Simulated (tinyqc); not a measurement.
Inside a calculation. Method: MP2 on RHF in the sto-3g basis, for H2O, spin multiplicity 1. One step of it, computed by the program tinyqc.

Task: Second-order Moller-Plesset energy. E2 = sum_ijab (ia|jb) [2 (ia|jb) - (ib|ja)] / (e_i + e_j - e_a - e_b) over occupied i, j and virtual a, b; the opposite-spin part is (ia|jb)^2 / denominator, the rest is same-spin, and SCS-MP2 scales them by 6/5 and 1/3.

orbital energies (hartree): [-20.269968, -1.189330, -0.523138, -0.423011, -0.386802, 0.424018, 0.535144]

Two-electron integrals over orbitals (pq|rs), unique and non-zero (hartree):
```
(11|11) 4.747394    (21|11) -0.433863   (21|21) 0.062578    (22|11) 1.028386
(22|21) -0.016061   (22|22) 0.725831    (31|31) 0.010412    (32|31) 0.016430
(32|32) 0.125365    (33|11) 0.746831    (33|21) -0.004774   (33|22) 0.603565
(33|33) 0.578527    (41|11) 0.154794    (41|21) -0.020861   (41|22) 0.011118
(41|33) 0.005112    (41|41) 0.022943    (42|11) -0.148024   (42|21) 0.007518
(42|22) -0.032209   (42|33) 0.003445    (42|41) 0.018659    (42|42) 0.130023
(43|31) -0.002131   (43|32) 0.030005    (43|43) 0.058626    (44|11) 0.915699
(44|21) -0.010642   (44|22) 0.655979    (44|33) 0.554079    (44|41) -0.008088
(44|42) -0.089167   (44|44) 0.680250    (51|51) 0.025943    (52|51) 0.033530
(52|52) 0.152807    (53|53) 0.025517    (54|51) -0.011120   (54|52) -0.041921
(54|54) 0.045653    (55|11) 1.115363    (55|21) -0.012313   (55|22) 0.758435
(55|33) 0.590824    (55|41) 0.004364    (55|42) -0.080693   (55|44) 0.678978
(55|55) 0.880159    (61|11) -0.184822   (61|21) 0.028175    (61|22) -0.002693
(61|33) 0.000573    (61|41) 0.004107    (61|42) 0.020637    (61|44) -0.014356
(61|55) -0.005089   (61|61) 0.024103    (62|11) 0.250923    (62|21) -0.005971
(62|22) 0.125424    (62|33) 0.061351    (62|41) 0.018243    (62|42) 0.037077
(62|44) 0.056949    (62|55) 0.134258    (62|61) 0.010674    (62|62) 0.091974
(63|31) 0.002309    (63|32) -0.037365   (63|43) -0.041735   (63|63) 0.078042
(64|11) 0.284564    (64|21) -0.003892   (64|22) 0.138741    (64|33) 0.049550
(64|41) 0.001154    (64|42) -0.050459   (64|44) 0.133330    (64|55) 0.159533
(64|61) -0.001929   (64|62) 0.059254    (64|64) 0.105957    (65|51) 0.012289
(65|52) 0.048671    (65|54) 0.007764    (65|65) 0.032957    (66|11) 0.767693
(66|21) -0.007470   (66|22) 0.583468    (66|33) 0.538328    (66|41) 0.016586
(66|42) 0.044537    (66|44) 0.538440    (66|55) 0.570325    (66|61) 0.008520
(66|62) 0.087722    (66|64) 0.055364    (66|66) 0.570864    (71|31) 0.014071
(71|32) 0.021289    (71|43) -0.002902   (71|63) 0.002619    (71|71) 0.019039
(72|31) 0.015077    (72|32) 0.059164    (72|43) -0.027687   (72|63) 0.027420
(72|71) 0.019550    (72|72) 0.070635    (73|11) 0.374291    (73|21) -0.006890
(73|22) 0.174334    (73|33) 0.088097    (73|41) -0.000126   (73|42) -0.075397
(73|44) 0.138685    (73|55) 0.207523    (73|61) -0.005236   (73|62) 0.065129
(73|64) 0.107522    (73|66) 0.046198    (73|73) 0.161965    (74|31) -0.007614
(74|32) -0.069326   (74|43) -0.018293   (74|63) 0.058286    (74|71) -0.010356
(74|72) -0.017389   (74|74) 0.071012    (75|53) 0.023941    (75|75) 0.025445
(76|31) 0.007115    (76|32) 0.081774    (76|43) 0.066649    (76|63) -0.068771
(76|71) 0.009478    (76|72) -0.001735   (76|74) -0.060806   (76|76) 0.112087
(77|11) 0.831339    (77|21) -0.008868   (77|22) 0.604189    (77|33) 0.571772
(77|41) 0.003466    (77|42) -0.020143   (77|44) 0.569673    (77|55) 0.604777
(77|61) -0.003355   (77|62) 0.058480    (77|64) 0.055291    (77|66) 0.541375
(77|73) 0.098824    (77|77) 0.588459
```

Hartree-Fock energy = -74.91261909 hartree

Give: Terms; Pair energies; MP2 correlation energy; SCS-MP2 correlation energy; MP2 total energy.

Result:

Terms:
```
i  j  a  b    (ia|jb)    (ib|ja)  denominator       term
3  3  7  7      0.162      0.162       -2.117     -0.012
4  3  6  7      0.108      0.058       -1.905     -0.009
3  4  7  6      0.108      0.058       -1.905     -0.009
4  4  6  6      0.106      0.106       -1.694     -0.007
3  3  6  6      0.078      0.078       -1.894  -3.22e-03
4  4  7  7      0.071      0.071       -1.916  -2.63e-03
2  2  6  6      0.092      0.092       -3.227  -2.62e-03
3  2  7  6      0.065      0.027       -2.672  -2.51e-03
2  3  6  7      0.065      0.027       -2.672  -2.51e-03
2  2  7  7      0.071      0.071       -3.449  -1.45e-03
2  4  6  6      0.059      0.059       -2.460  -1.43e-03
4  2  6  6      0.059      0.059       -2.460  -1.43e-03
5  5  6  6      0.033      0.033       -1.622  -6.70e-04
5  5  7  7      0.025      0.025       -1.844  -3.51e-04
4  3  7  6      0.058      0.108       -1.905  -2.77e-04
3  4  6  7      0.058      0.108       -1.905  -2.77e-04
2  4  7  7     -0.017     -0.017       -2.683  -1.13e-04
4  2  7  7     -0.017     -0.017       -2.683  -1.13e-04
3  2  6  7      0.027      0.065       -2.672   1.06e-04
2  3  7  6      0.027      0.065       -2.672   1.06e-04
2  1  7  7      0.020      0.020      -22.530  -1.70e-05
1  2  7  7      0.020      0.020      -22.530  -1.70e-05
1  1  6  6      0.024      0.024      -41.388  -1.40e-05
1  1  7  7      0.019      0.019      -41.610  -8.71e-06
1  2  6  6      0.011      0.011      -22.307  -5.11e-06
2  1  6  6      0.011      0.011      -22.307  -5.11e-06
4  1  7  7     -0.010     -0.010      -21.763  -4.93e-06
1  4  7  7     -0.010     -0.010      -21.763  -4.93e-06
3  1  7  6     -0.005   2.62e-03      -21.752  -3.15e-06
1  3  6  7     -0.005   2.62e-03      -21.752  -3.15e-06
3  1  6  7   2.62e-03     -0.005      -21.752  -1.26e-06
1  3  7  6   2.62e-03     -0.005      -21.752  -1.26e-06
4  1  6  6  -1.93e-03  -1.93e-03      -21.541  -1.73e-07
1  4  6  6  -1.93e-03  -1.93e-03      -21.541  -1.73e-07
```

Pair energies (hartree; pair i-j sums ij and ji):
```
pair  opposite spin  same spin
1-1       -2.27e-05      0.000
2-1       -4.41e-05      0.000
2-2       -4.07e-03      0.000
3-1       -3.15e-06  -5.67e-06
3-2       -3.74e-03  -1.06e-03
3-3          -0.016      0.000
4-1       -1.02e-05      0.000
4-2       -3.08e-03      0.000
4-3          -0.016  -2.54e-03
4-4          -0.009      0.000
5-5       -1.02e-03      0.000
```

MP2 correlation energy = -0.05617 hartree

SCS-MP2 correlation energy = -0.06427 hartree

MP2 total energy = -74.96879 hartree
